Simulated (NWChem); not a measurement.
Species: tert-butyl cation (C$_{4}$H$_{9}$ cation); SMILES C[C+](C)C

Computed with NWChem. Each level has its own optimisation; frequencies are unscaled.

For level Hartree-Fock/STO-3G:

r C–C (Å): 1.512
highest harmonic frequency (cm⁻¹): 3762
zero-point energy (kcal/mol): 86.2

Problem. How do the values read with level B3LYP/3-21G instead?

Solution. 
* **r C–C (Å)**: 1.469
* **highest harmonic frequency (cm⁻¹)**: 3176
* **zero-point energy (kcal/mol)**: 73.9
